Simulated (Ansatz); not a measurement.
# C₃H₅FO₂: a ladder of functionals and wavefunction methods

How much do the methods differ for C₃H₅FO₂? The plan is to run it at one geometry with functionals of several rungs and with coupled cluster. The yardstick is the atomisation energy at the CCSD(T) limit.

Program: Ansatz 0.2.0, Gaussian basis. Level of theory: functionals in def2-TZVPP, the program's frozen cores in correlated methods. These are calculated values, not measurements.

Levels to be run: PBE-D4, r2SCAN-D4, PBE0-D4, B3LYP-D4, ωB97X-V, ωB97M-V, B2PLYP; CCSD(T)/def2-TZVPP; MP2/def2-QZVPP; extrapolation to the limit.

### 1 The relaxed structure

An earlier PBE0-D4 in a triple-zeta def2 set relaxation fixed the geometry.

11 atoms, charge 0, spin multiplicity 1.

Atoms are counted from 1 here; the program's logs count them from 0.

Bond lengths: O1–C2 1.378 Å, O1–H7 0.961 Å, C2–F3 1.354 Å, C2–C4 1.533 Å, C2–C6 1.533 Å, C4–O5 1.435 Å, C4–H8 1.094 Å, C4–H9 1.094 Å, O5–C6 1.435 Å, C6–H10 1.094 Å, C6–H11 1.094 Å. Angles: C2–O1–H7 109.0°, O1–C2–F3 105.4°, O1–C2–C4 118.2°, O1–C2–C6 118.2°, F3–C2–C4 114.8°, F3–C2–C6 114.8°, C4–C2–C6 85.2°, C2–C4–O5 90.6°, C2–C4–H8 116.1°, C2–C4–H9 113.6°, O5–C4–H8 112.6°, O5–C4–H9 112.5°, H8–C4–H9 110.2°, C4–O5–C6 92.6°, C2–C6–O5 90.6°, C2–C6–H10 113.6°, C2–C6–H11 116.1°, O5–C6–H10 112.5° and more.

### 2 PBE-D4 (GGA)

Input file in.yaml:

```yaml
crystal:
  periodic: [false, false, false]
  atoms:
    - {symbol: O, position_ang: [-0.244714, -1.519339, -0.880865]}
    - {symbol: C, position_ang: [0.279700, -0.606013, 0.008359]}
    - {symbol: F, position_ang: [1.260818, -1.267787, 0.665704]}
    - {symbol: C, position_ang: [-0.690535, 0.166303, 0.910393]}
    - {symbol: O, position_ang: [-0.377215, 1.388819, 0.226811]}
    - {symbol: C, position_ang: [0.681103, 0.775027, -0.523753]}
    - {symbol: H, position_ang: [-0.953543, -1.101471, -1.377843]}
    - {symbol: H, position_ang: [-1.746934, -0.103917, 0.824659]}
    - {symbol: H, position_ang: [-0.388865, 0.185425, 1.961789]}
    - {symbol: H, position_ang: [1.671906, 1.100097, -0.192942]}
    - {symbol: H, position_ang: [0.573577, 0.925858, -1.601709]}
basis:
  gaussian: {orbitals: def2-TZVPP}
hamiltonian: {xc: pbe, dispersion: d4}
output: {forces: true, orbitals: {seedname: orbitals}}
```

Launch:

```sh
> ansatz run in.yaml --threads 4 --pin off --events-out ev --progress --plain --max-ram 10444MiB
```

Further steps of the session: r2SCAN-D4 (meta-GGA); PBE0-D4 (hybrid); B3LYP-D4 (hybrid); ωB97X-V (range-separated); ωB97M-V (range-separated); B2PLYP (double hybrid); CCSD(T) in def2-TZVPP; MP2 in def2-QZVPP.

**Question.** What will the summary of the whole plan be? Wanted: atomisation energy, CCSD(T)/CBS; farthest; mean size of error, hybrid; mean size of error, range-separated; gap, smallest and largest; T1 diagnostic; triples share of the correlation energy.

**Answer**, as computed:

```
                               quantity                                  value
        atomisation energy, CCSD(T)/CBS                              46.090 eV
    functionals within 0.230 eV (0.5 %)  r2SCAN-D4, B3LYP-D4, ωB97X-V, ωB97M-V
                               farthest                     PBE-D4 (+1.731 eV)
             mean size of error, hybrid                               0.273 eV
    mean size of error, range-separated                               0.204 eV
              gap, smallest and largest   6.05 eV (PBE-D4), 12.99 eV (ωB97X-V)
                          T1 diagnostic                                 0.0114
triples share of the correlation energy                                  3.7 %
```

In words: PBE-D4 misses by +1.731 eV. Double hybrids carry the basis error of their MP2 part in triple zeta, and no dispersion term here, so their miss is partly the set-up's. Misses under about 0.230 eV are within the doubt on the reference itself, which lacks core-valence correlation, relativity and higher excitations. Hartree-Fock recovers 69 % of the binding; the rest is correlation. Orbital gaps span 6.1 to 13.0 eV; exact exchange widens them.
